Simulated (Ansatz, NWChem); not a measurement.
# Heat of formation of C2H3FO (acetyl fluoride) from total energies

C2H3FO has 7 atoms, charge 0, and is taken as a singlet. As SMILES, `CC(=O)F`. The coordinates come from a PBE0-D4/def2-TZVP relaxation.

Total energies at HF/aug-cc-pVDZ (NWChem 7.3.0); the atoms run unrestricted:

```tsv
species	state	energy (Eh)
C2H3FO	singlet	-251.833313
C	triplet	-37.687763
O	triplet	-74.796601
F	doublet	-99.381092
H	doublet	-0.499334
```

Harmonic wavenumbers at PBE0-D4/def2-TZVP, in cm⁻¹: 127, 417, 577, 609, 862, 1009, 1066, 1219, 1396, 1458, 1466, 1940, 3075, 3146, 3195.

Measured heats of formation of the gaseous atoms at 298.15 K, in kJ/mol: C 716.9, O 249.2, F 79.4, H 218.0. Spin-orbit lowering of the atoms at 298 K (mean of the ground term's levels less their thermal mean, from spectra), in kJ/mol: C 0.02, O 0.40, F 1.29. Take 1 Eh = 2625.50 kJ/mol, 1 cm⁻¹ = 0.0119627 kJ/mol, RT = 2.479 kJ/mol.

Problem. Work out the heat of formation of the gas at 298 K.

Solution. 
1. Electronic atomisation energy: 2 × (-37.687763) + (-74.796601) + (-99.381092) + 3 × (-0.499334) − (-251.833313) = 0.782092 Eh = 2053.4 kJ/mol.
2. Zero-point energy: half the sum of the wavenumbers, 10781 cm⁻¹ = 129.0 kJ/mol.
3. Thermal vibrational enthalpy, Σ hcν̃/(exp(hcν̃/kT) − 1): 3.9 kJ/mol. Translation, rotation and pV of a non-linear molecule: 4 RT = 9.9 kJ/mol.
4. The 7 free atoms carry 5/2 RT each: 43.4 kJ/mol.
5. Spin-orbit coupling lowers the free atoms by 2 × 0.02 + 0.40 + 1.29 = 1.7 kJ/mol.
6. Atomisation enthalpy at 298 K: 2053.4 − 1.7 − 129.0 − 3.9 − 9.9 + 43.4 = 1952.3 kJ/mol.
7. Sum of the atoms' heats of formation: 2416.4 kJ/mol. Heat of formation: 2416.4 − 1952.3 = +464.1 kJ/mol.

The tabulated value is -442.1 kJ/mol (CRC Handbook of Chemistry and Physics), so this level is off by +906.2 kJ/mol, or 31.7 % of the atomisation enthalpy that the table implies (2858.4 kJ/mol). Hartree–Fock leaves out correlation, which is larger in the molecule than in the atoms, so it underbinds and puts the heat of formation too high. Anharmonicity and any spin-orbit splitting of the molecule are left out.
